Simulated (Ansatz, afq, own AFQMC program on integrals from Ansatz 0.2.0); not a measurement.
SiHCl, triplet: AFQMC among the cluster methods

```xyz
3

Cl    0.0000    0.0000   -1.5947
H     0.0000    0.0000    0.0773
Si    0.0000    0.0000    1.5173
```

Connectivity, by distances: Cl ··· Si, 1 bridging H.

Basis cc-pVTZ. Noble-gas cores (and the filled d shells of Ga–Kr and In–Xe) are frozen. Ansatz 0.2.0 and our own AFQMC program on the same integrals; the CISD trial comes from CCSD amplitudes, and released means the phaseless constraint is let go. Error bars are statistical, one sigma.

Determinant: UHF, the one that the program's search chose, which needn't be the lowest solution. The geometry is a point of a scan.

No full CI on the walks' own integrals is used here; CCSDT(Q) serves as the reference and is uncertain by about the last step of the cluster series.

Cautions: lower spins were not checked; the released energies have errors that jump between times, so the bars are unsure, so no released level is given (meV from the phaseless value at times in 1/Eh: -8 ± 6 at 0.24, 145 ± 154 at 0.51, -22 ± 5 at 0.99, -32 ± 6 at 1.62, -28 ± 7 at 2.40), though the last usable value meets CCSDT(Q) within the noise.

The T1 diagnostic is 0.0226. The weight of the determinant in the CISD state is 0.847 and the ⟨S²⟩ of the determinant is 2.034. The size of the correlated space is 12 electrons in 72 orbitals.

```
  level  correlation energy (eV)
    MP2                  -7.2829
   CCSD                  -8.3658
CCSD(T)                  -8.7034
```

Estimate where phaseless AFQMC with a CISD trial lies against CCSD(T) on the same integrals.

3.6 ± 0.5 kJ/mol below CCSD(T).

Reference: CCSDT(Q), correlation energy -8.765 eV.

| level | E − E(reference) (kJ/mol) | share of correlation (%) |
| --- | --- | --- |
| CCSD(T) | 6.0 | 99.30 |
| CCSDT | 1.7 | 99.80 |
| ph-AFQMC/CISD | 2.4 ± 0.5 | 99.72 |

A walk keeps the symmetry of its determinant, which the program's search chose and which needn't be the lowest solution, so a lower state of the same spin and another symmetry isn't excluded.
